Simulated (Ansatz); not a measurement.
**Lattice constant a of some phosphides, arsenides and antimonides, all zinc-blende**

Method: Hartree–Fock (Ansatz, a program for electronic structure, plane waves, PAW). References are measured values corrected to a static lattice. The table is a random draw of 6 from 8 solids with such references.

Values in Å.

```tsv
solid	reference	Hartree–Fock	error (%)
zinc-blende BP	4.525	4.584	+1.30
zinc-blende InSb	6.468	6.625	+2.43
zinc-blende AlAs	5.649	5.745	+1.70
zinc-blende GaAs	5.64	5.755	+2.04
zinc-blende InP	5.858	5.979	+2.07
zinc-blende AlP	5.451	?	?
```

Estimate the withheld Hartree–Fock value.

The errors of the other rows run from +1.30 % to +2.43 %, with a median of +2.04 %; carried to the reference 5.451 it gives 5.562 Å. The run gives 5.538 Å (+1.60 %), -0.43 % from the estimate; the row was drawn at random, and such an estimate is rough. Over these 6 solids the mean error is +1.86 %, the mean absolute error 1.86 % (median 1.87 %), and the worst case zinc-blende InSb at +2.43 %; the value is above the reference in 6 of 6 cases. Over all 8, from unrounded values, the mean error is +1.91 % and the mean absolute error 1.91 % (median 2.02 %).

All these references are brought to a static lattice.

Spin–orbit coupling is left out, also for the solids with elements from indium on (zinc-blende InSb, zinc-blende InP); its size isn't shown.

Differences are worked out from the printed values.

Ansatz's density-functional and Hartree–Fock values are scalar-relativistic unless marked +SOC, with PAW data made under PBE.

Not in this set, of the phosphides, arsenides and antimonides with a reference value in our tables and a result at some level: 12 for a reference at room or unstated temperature. These can be a level's best or worst cases. At least 3 more with a reference value are held back for tests. Solids without a released value at any level aren't counted. Layered and molecular crystals are counted apart.

References as tabulated in Mejia-Rodriguez and Trickey (2018), arXiv:1807.09216.
